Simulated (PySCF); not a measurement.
## Working out the electron affinity of Cl

Cl⁻ [Ar] (1S) → Cl [Ne] 3s2 3p5 (2P). All numbers are calculated (PySCF 2.14, the non-relativistic Hamiltonian (point nucleus), in dyall-av3z). Frozen: [Ne]; the 26 highest virtual orbitals dropped. Energies in hartree (1 hartree = 27.21139 eV):

| part | Cl⁻ (lower) | Cl (upper) |
| --- | --- | --- |
| UHF | -459.576532 | -459.489222 |
| CCSD correlation | -0.224198 | -0.186158 |
| (T) | -0.009601 | -0.006238 |

**Question.** What does Hartree-Fock give?

**Answer.** (-459.489222) − (-459.576532) = 0.087310 hartree = 2.376 eV.

**Question.** What do CCSD and CCSD(T) give?

**Answer.** The CCSD correlation energies differ by 0.038040 hartree = 1.035 eV and the triples by 0.003363 hartree = 0.092 eV, so CCSD gives 3.411 eV and CCSD(T) 3.503 eV.

A first-order spin-orbit estimate adds -0.034 eV to CCSD(T) (valence), giving 3.469 eV against 3.613 eV (measured; photodetachment measurements, as compiled on the Wikipedia data page of electron affinities).

What remains against the reference includes basis incompleteness, the frozen core and higher excitations.
